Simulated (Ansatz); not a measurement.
Barrier height from H + H2S (SMILES S) to the transition structure H3S, without zero-point energy, on the benchmark's geometries as Psi4's copy of the set gives them.
Transition structure (charge 0, multiplicity 2):
```
atom    x (Å)    y (Å)   z (Å)
----  -------  -------  ------
H      1.2621  -0.2201  0.0000
S      0.0000   0.2232  0.0000
H     -0.5006  -1.1154  0.0000
H     -0.7615  -2.2349  0.0000
```
Reactant (charge 0, multiplicity 1):
```xyz
3

S      0.00000     0.00000     0.10252
H      0.00000     0.96625    -0.82015
H      0.00000    -0.96625    -0.82015
```

Open shells are unrestricted; no spin–orbit coupling.

Cores are frozen in the correlated methods. CBS: X⁻³ extrapolation of the correlation energy, Hartree–Fock from the larger set.

Codes used: Ansatz (a first-principles code). Each number belongs to the level named beside it.

**Question.** One of these levels gives 6.38 kcal/mol for the barrier height. Name it.
A. HF/aug-cc-pV(D+d)Z
B. SVWN5/def2-TZVPPD
C. revPBE/def2-TZVPPD
D. MP2/CBS(aug-cc-pV(D+d)Z, aug-cc-pV(T+d)Z)

**Answer.** D, MP2/CBS(aug-cc-pV(D+d)Z, aug-cc-pV(T+d)Z). The others give 11.63 (HF/aug-cc-pV(D+d)Z), -6.87 (SVWN5/def2-TZVPPD), -0.29 (revPBE/def2-TZVPPD)
